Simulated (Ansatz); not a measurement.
# SO3 (sulfur trioxide) at 6 levels

We compute a comparison of 6 runs (HF/STO-3G, B3LYP/STO-3G, UB3LYP/STO-3G, wB97X/STO-3G, CCSDTQ/STO-3G, CCSD(T)/STO-3G) of SO3 (sulfur trioxide). 

The calculation is run with Ansatz 0.2.0.

32 further runs of the same task are left out: 12 that didn't finish, 20 set aside as unsound or not needed.

**1. The system as given**

SO3 has 4 atoms, charge 0, and is taken as a singlet. SMILES: `O=S(=O)=O`. The S2–O1 distance was set to 1.774 Å, away from the relaxed value.

Bond lengths: O1–S2 1.774 Å, S2–O3 1.419 Å, S2–O4 1.419 Å. Angles: O1–S2–O3 120.0°, O1–S2–O4 120.0°, O3–S2–O4 120.0°.

**2. The energy at HF/STO-3G (run 1)**

File job.yaml:

```yaml
crystal:
  periodic: [false, false, false]
  atoms:
    - {symbol: O, position_ang: [-1.402002, -0.855778, 0.670928]}
    - {symbol: S, position_ang: [0.000010, -0.000030, -0.000040]}
    - {symbol: O, position_ang: [1.308940, -0.327680, 0.440460]}
    - {symbol: O, position_ang: [-0.187380, 1.012320, -0.977150]}
basis:
  gaussian:
    orbitals: STO-3G
accuracy: high
hamiltonian:
  xc: hf
```

Command:

```
ansatz run job.yaml --threads 1 --pin off --max-ram 3480MiB --events-out events.jsonl --progress --plain --runs-dir runs
```

Standard output:

```text
Warning: RAYON_NUM_THREADS=1 ignored (pool sized by the plan → 1); use --threads N
Functional definition: HF
  name "HF"
  exchange = exact_x
  correlation = 0
461 factors; integrals over basis functions are off by at most 2.5e-8 eV
mean field evaluation 1: about -16703.5971 eV, gradient 5.3e1 eV
mean field evaluation 2: about -16703.6995 eV, gradient 5.3e1 eV
mean field evaluation 4: about -16713.9140 eV, gradient 1.6e1 eV
mean field evaluation 8: about -16715.2202 eV, gradient 3.6e-1 eV
mean field evaluation 16: about -16715.2070 eV, gradient 2.5e-8 eV
mean field evaluation 32: about -16714.6370 eV, gradient 4.1e0 eV
mean field -16715.20702402 eV, -614.2725281587 hartree, gradient 2.8e-8 eV, S^2 0.000000; 0 other end points of the search recorded, 0 dependent functions left out
reference -16715.20702402 eV, -614.2725281587 hartree; 20, 20 occupied and 4, 4 virtual orbitals, 461 factors
Total energy: -16715.20702402 eV, -614.2725281587 hartree
```

It took 0.18 s on 1 thread of Arm Neoverse V1, shared host.

**3. The energy at B3LYP/STO-3G (run 2)**

File input.yaml:

```yaml
crystal:
  periodic: [false, false, false]
  atoms:
    - symbol: O
      position_ang: [-1.402002, -0.855778, 0.670928]
    - symbol: S
      position_ang: [0.000010, -0.000030, -0.000040]
    - symbol: O
      position_ang: [1.308940, -0.327680, 0.440460]
    - symbol: O
      position_ang: [-0.187380, 1.012320, -0.977150]
basis:
  gaussian:
    orbitals: STO-3G
hamiltonian:
  xc: {name: B3LYP}
accuracy: high
```

Command:

```
ansatz run input.yaml --threads 1 --pin off --max-ram 3480MiB --events-out events.jsonl --progress --plain --runs-dir runs
```

Standard output:

```text
Warning: RAYON_NUM_THREADS=1 ignored (pool sized by the plan → 1); use --threads N
Functional definition: B3LYP
  name "B3LYP"
  parameter a0 = 0.2
  parameter ax = 0.72
  parameter ac = 0.81
  exchange = (1 - a0 - ax)*slater_x + ax*b88_x + a0*exact_x
  correlation = (1 - ac)*vwn_rpa_c + ac*lyp_c
461 factors; integrals over basis functions are off by at most 2.5e-8 eV
mean field evaluation 1: about -16746.6841 eV, gradient 6.1e1 eV
mean field evaluation 2: about -16686.0506 eV, gradient 1.4e2 eV
mean field evaluation 4: about -16751.9100 eV, gradient 5.2e1 eV
mean field evaluation 8: about -16760.2657 eV, gradient 5.4e-1 eV
mean field evaluation 16: about -16760.2952 eV, gradient 1.2e-5 eV
mean field -16760.29524649 eV, -615.9294897723 hartree, gradient 3.9e-8 eV, S^2 0.000000; 0 other end points of the search recorded, 0 dependent functions left out
reference -16760.29526527 eV, -615.9294904625 hartree; 20, 20 occupied and 4, 4 virtual orbitals, 461 factors
Total energy: -16760.29526527 eV, -615.9294904625 hartree
```

Wall time 1.4 s (1 thread of Arm Neoverse V1, shared host); peak memory 0.097 GiB.

Runs 3 to 5 aren't shown in full; the table further down has their settings and results.

**4. The energy at CCSD(T)/STO-3G (run 6)**

File run.yaml:

```yaml
crystal:
  periodic: [false, false, false]
  atoms:
    - {symbol: O, position_ang: [-1.402002, -0.855778, 0.670928]}
    - {symbol: S, position_ang: [0.000010, -0.000030, -0.000040]}
    - {symbol: O, position_ang: [1.308940, -0.327680, 0.440460]}
    - {symbol: O, position_ang: [-0.187380, 1.012320, -0.977150]}
basis:
  gaussian: {orbitals: STO-3G}
magnetization: {spin_polarized: false}
scf: {omitted_lower_state_checks: [cluster_reference, increment]}
accuracy: high
correlation: {method: ccsd_t, frozen_orbitals: {O: 1, S: 5}}
```

Command:

```
ansatz run run.yaml --threads 1 --pin off --max-ram 3480MiB --events-out events.jsonl --progress --plain --runs-dir runs
```

Standard output (excerpt; [...] marks lines left out):

```text
Warning: RAYON_NUM_THREADS=1 ignored (pool sized by the plan → 1); use --threads N
[... 2 set-up lines as earlier in the session ...]
[...]
461 factors; integrals over basis functions are off by at most 2.5e-8 eV
[...]
mean field -16715.20702402 eV, -614.2725281587 hartree, gradient 2.8e-8 eV, S^2 0.000000; 2 other end points of the search recorded, 0 dependent functions left out; unrestricted orbitals would lower it
8 core orbitals not correlated: weight in the atoms' cores, before any rotation towards them, 1.000 or more for the frozen orbitals, at most 0.000 for the correlated occupied ones
reference -16715.20702402 eV, -614.2725281587 hartree; 12, 12 occupied and 4, 4 virtual orbitals, 461 factors
second order -5.80331964 eV of doubles, -0.00000000 eV of singles
cycle   1  -5.37740573 eV  change   -2.5e-1 eV  update   1.3e-1
[...]
cycle  30  -6.22093334 eV  change   -2.0e-9 eV  update   1.3e-9
perturbative correction -0.67097002 eV, -0.0246576933 hartree
WARN: these amplitudes may be one of several solutions (largest doubles amplitude 0.22, level shift 2.70 eV)
Total energy: -16722.09892738 eV, -614.5258009356 hartree
Checks for a lower state left out: cluster_reference, increment
```

Run time: 0.34 s. Hardware: 1 thread of Arm Neoverse V1, shared host.

**5. All runs side by side**

```tsv
run	level	frozen core orbitals	energy (Eh)	wall time
1	HF/STO-3G	–	-614.272528	0.18 s
2	B3LYP/STO-3G	–	-615.929490	1.4 s
3	UB3LYP/STO-3G	–	-615.929490	2.6 s
4	wB97X/STO-3G	–	-615.888511	6.3 s
5	CCSDTQ/STO-3G	8	-614.533297	31 s
6	CCSD(T)/STO-3G	8	-614.525801	0.34 s
```

**6. Summary of results**

| quantity | value |
| --- | --- |
| run 6: total energy | -614.52580 Eh |
| run 6: correlation energy (8 core orbitals frozen) | -253.3 mEh |
| run 6: (T) correction | -24.66 mEh |
| run 6: T1 diagnostic | 0.039 |

In words: Below the HF energy at the same shape and in the same basis (STO-3G): CCSDTQ -260.8 mEh; CCSD(T) -253.3 mEh. Totals of different functionals can't be ranked against each other. In run 6 the T1 diagnostic is large, so a single reference may not serve. In runs 5, 6 the log says that unrestricted orbitals would lower the reference, so the values rest on an unstable closed-shell determinant (other closed-shell runs at this shape may share the fault). In runs 1, 2, 3, 4, 5, 6 the basis is minimal, so the values are rough. All runs together took 42 s, the longest 31 s.
